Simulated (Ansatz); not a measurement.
**CHP (singlet): the correlation ladder at scale of all distances = 1.319, 6-31G**

How much of the correlation energy of CHP (singlet) does each wave-function method recover here?

Method: 6-31G, core rule «outside noble gas», up to 6 orbitals frozen; program: Ansatz 0.2.0, Gaussian basis.

To be run: UHF; CCSD(T) on RHF; CCSD(T) on UHF; BCCD(T) on RHF; CISD; CCSDT(Q) on RHF; CCSDT(Q) on UHF; CISDTQ; CCSDTQ on RHF; CASSCF and MRCISD+Q, 2 electrons in 2 orbitals; CASSCF and NEVPT2, 2 electrons in 2 orbitals; CASSCF and MRCISD+Q, 10 electrons in 9 orbitals; CASSCF and NEVPT2, 10 electrons in 9 orbitals; Full CI.

24 further runs of the same task are left out: 7 for a known fault of the program, 13 that didn't finish, 4 set aside as unsound or not needed.

## 1. The geometry

The geometry derives from a PBE0/def2-TZVP stationary point (not a proven minimum). All distances are scaled together.

3 atoms, charge 0, spin multiplicity 1.

Atoms are counted from 1 here; the program's logs count them from 0.

No contacts short enough for the rule that draws bonds.

## 2. UHF

Contents of in.yaml:

```yaml
crystal:
  periodic: [false, false, false]
  atoms:
    - {symbol: C, position_ang: [0.000000, 0.000000, 2.027567]}
    - {symbol: P, position_ang: [0.000000, 0.000000, -0.077161]}
    - {symbol: H, position_ang: [0.000000, 0.000000, -1.950405]}
basis:
  gaussian: {orbitals: 6-31G}
magnetization: {spin_polarized: true, initial_magnetization: 0}
hamiltonian: {xc: hf}
output: {orbitals: {seedname: orbitals}}
```

Command:

```console
$ ansatz run in.yaml --threads 1 --pin off --events-out ev --progress --plain --max-ram 2393MiB
```

Further steps of the session: CCSD(T) on RHF; CCSD(T) on UHF; BCCD(T) on RHF; CISD; CCSDT(Q) on RHF; CCSDT(Q) on UHF; CISDTQ; CCSDTQ on RHF; CASSCF and MRCISD+Q, 2 electrons in 2 orbitals; CASSCF and NEVPT2, 2 electrons in 2 orbitals; CASSCF and MRCISD+Q, 10 electrons in 9 orbitals; CASSCF and NEVPT2, 10 electrons in 9 orbitals; Full CI.

**Question.** What will the summary of the whole plan be? Wanted: FCI from the RHF energy; RMP2 from FCI; UMP2 from FCI; RCCSD from FCI; RCCSD(T) from FCI; UCCSD(T) from FCI; RCCSDT(Q) from FCI; UCCSDT(Q) from FCI; NEVPT2 pair from FCI.

As calculated:

| quantity | value |
| --- | --- |
| FCI from the RHF energy | -7.4883 eV |
| RMP2 from FCI | +6.26 kcal/mol |
| UMP2 from FCI | +49.67 kcal/mol |
| RCCSD from FCI | +19.14 kcal/mol |
| RCCSD(T) from FCI | +1.07 kcal/mol |
| UCCSD(T) from FCI | +8.67 kcal/mol |
| RCCSDT(Q) from FCI | +0.54 kcal/mol |
| UCCSDT(Q) from FCI | +1.76 kcal/mol |
| NEVPT2 pair from FCI | +39.27 kcal/mol |
| NEVPT2 valence from FCI | +7.95 kcal/mol |
| MRCISD+Q valence from FCI | +0.28 kcal/mol |
| levels within 1 kcal/mol (43 meV) | BCCD(T), RCCSDT(Q), RCCSDTQ, MRCISD+Q valence |
| T1 diagnostic | 0.049 |
| effectively unpaired electrons | 1.16 |

What this shows: RCCSD(T) misses by +1.07 kcal/mol, 0.6 % of the correlation energy. CCSD(T) misses by +1.07 kcal/mol on the restricted determinant and by +8.67 kcal/mol on the unrestricted one; the two need not hold the same state or core. The occupations show strong static correlation (1.2 unpaired electrons where one determinant has 0). Coupled cluster on one determinant still stays close here. Of the multireference levels listed MRCISD+Q valence comes nearest in total energy (+0.28 kcal/mol), which doesn't show that its space is the better one. Coupled cluster took another determinant than the lowest Hartree-Fock one. These misses are within one basis, not against nature.
